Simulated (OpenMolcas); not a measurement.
**Multireference states of ON⁺**

Which states of ON⁺ lie lowest, and how does spin–orbit coupling split them?

Method: SA-CASSCF(8,7), XMS-CASPT2, RASSI; ANO-RCC-VTZP; program: OpenMolcas 26.06.

All values are calculated.

**1. Input**

C2 symmetry about the axis (a holds Σ, Δ, Γ; b holds Π, Φ, H; Σ⁺ and Σ⁻ are not told apart); roots by multiplicity and irrep: 1a 1, 3a 1, 3b 2.

Active shells: O 2p, N 2s 2p.

The input, m.inp:

```
&GATEWAY
Coord
2
angstrom
O 0.0 0.0 0.0
N 0.0 0.0 1.0600
Basis=ANO-RCC-VTZP
Group=XY
RX2C
AMFI
ANGMom
0.0 0.0 0.0
RICD
&SEWARD
&GUESSORB
&RASSCF
FileOrb=$CurrDir/o11.orb
Symmetry=1
Spin=1
nActEl=8 0 0
Inactive=3 0
RAS2=3 4
CIRoot=1 1 1
Linear
Iterations=120 100
OrbListing=Nothing
PRWF=0.15
>>COPY $Project.RasOrb $CurrDir/o11.orb
>>COPY $Project.rasscf.h5 $CurrDir/r11.h5
&CASPT2
XMultistate=all
Imaginary=0.2
IPEA=0.25
MaxIter=40
>>COPY $Project.JobMix JOB001
&RASSCF
FileOrb=$CurrDir/o31.orb
Symmetry=1
Spin=3
nActEl=8 0 0
Inactive=3 0
RAS2=3 4
CIRoot=1 1 1
Linear
Iterations=120 100
OrbListing=Nothing
PRWF=0.15
>>COPY $Project.RasOrb $CurrDir/o31.orb
>>COPY $Project.rasscf.h5 $CurrDir/r31.h5
&CASPT2
XMultistate=all
Imaginary=0.2
IPEA=0.25
MaxIter=40
>>COPY $Project.JobMix JOB002
&RASSCF
FileOrb=$CurrDir/o32.orb
Symmetry=2
Spin=3
nActEl=8 0 0
Inactive=3 0
RAS2=3 4
CIRoot=2 2 1
Linear
Iterations=120 100
OrbListing=Nothing
PRWF=0.15
>>COPY $Project.RasOrb $CurrDir/o32.orb
>>COPY $Project.rasscf.h5 $CurrDir/r32.h5
&CASPT2
XMultistate=all
Imaginary=0.2
IPEA=0.25
MaxIter=40
>>COPY $Project.JobMix JOB003
&RASSI
Nr of JobIphs=3 1 1 2
1
1
1 2
SpinOrbit
EJob
Omega
MEES
MESO
Properties=4
'AngMom' 3 'Mltpl  1' 1 'Mltpl  1' 2 'Mltpl  1' 3
Thrs=1.0d-4
>>COPY $Project.rassi.h5 $CurrDir/so.h5
```

Each module block was a call of its own in one work directory; start orbitals came from a preliminary run.

Started as:

```console
$ pymolcas m.inp
```

**2. CASSCF and CASPT2, block by block**

After this run come: From Λ–S states to Ω levels.

What does the calculation give? Wanted: lowest spin-free state; next spin-free state; lowest level; next level; lowering by spin–orbit coupling; lowest curve, Re and ωe.

**Answer**, as computed:

| quantity | value |
| --- | --- |
| lowest spin-free state | (1)1Σ |
| next spin-free state | (1)3Π, 7.914 eV |
| lowest level | Ω = 0, 100 % (1)1Σ |
| next level | Ω = 0, 63753 cm⁻¹ |
| lowering by spin–orbit coupling | 0 cm⁻¹ |
| lowest curve, Re and ωe | 1.070 Å, 2333 cm⁻¹ |

At 1.060 Å the lowest computed level has Ω = 0 and is 100 % (1)1Σ. Measured (Huber and Herzberg, Constants of Diatomic Molecules, 1979): X 1Σ+ Te 0, Re 1.06322, ωe 2376.42; c 3Π Te 5; A 1Π Te 73471.7, Re 1.1931, ωe 1601.93 (cm⁻¹, Å). Only the spin multiplicities and numbers of roots in the input were computed, so the list of states is not complete and the lowest one found need not be the ground state; labels number the states computed.
